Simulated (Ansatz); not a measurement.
Relaxation of C₄H₄ (8 atoms, charge 0, multiplicity 1), to a largest force component of 0.02 eV/Å in at most 40 steps.

Level of theory: RKS PBE0-D4/def2-SVP in Ansatz 0.2.0.

```xyz
8
Properties=species:S:1:pos:R:3:forces:R:3
C -1.039 1.516 -0.878 -7.85 7.47 -6.16
C -0.328 0.840 -0.305 5.57 -5.44 4.48
C 0.547 -0.001 0.376 2.38 0.62 1.28
C 0.490 -1.319 0.414 -2.11 -0.95 -0.95
H -1.762 2.190 -1.428 1.31 -1.19 0.96
H 1.418 0.472 0.903 -0.71 -0.08 -0.36
H 1.143 -1.960 0.957 0.86 -0.42 0.52
H -0.376 -1.796 -0.094 0.54 -0.02 0.23
```

Problem. Where does it end, and by what steps?

Solution. The run converged. After 6 steps the energy has fallen by 0.550 eV; C1 moved furthest, 0.09 Å.

```
step  energy less start (eV)  largest force component (eV/Å)  accepted
   0                  0.0000                           7.854       yes
   1                 -0.5013                           1.099       yes
   2                 -0.5004                           0.835        no
   3                 -0.5483                           0.262       yes
   4                 -0.5499                           0.058       yes
   5                 -0.5502                           0.038       yes
   6                 -0.5503                           0.005       yes
```

```xyz
8
Properties=species:S:1:pos:R:3
C -1.084 1.588 -0.906
C -0.332 0.837 -0.321
C 0.569 -0.019 0.375
C 0.460 -1.354 0.427
H -1.754 2.247 -1.427
H 1.398 0.477 0.895
H 1.188 -1.952 0.981
H -0.353 -1.881 -0.079
```

Whether the end is a true minimum wasn't checked by a vibrational analysis.

Time of the run: 17 s on 1 thread of Arm Neoverse V1, with other jobs on the host, peak memory 0.14 GiB.
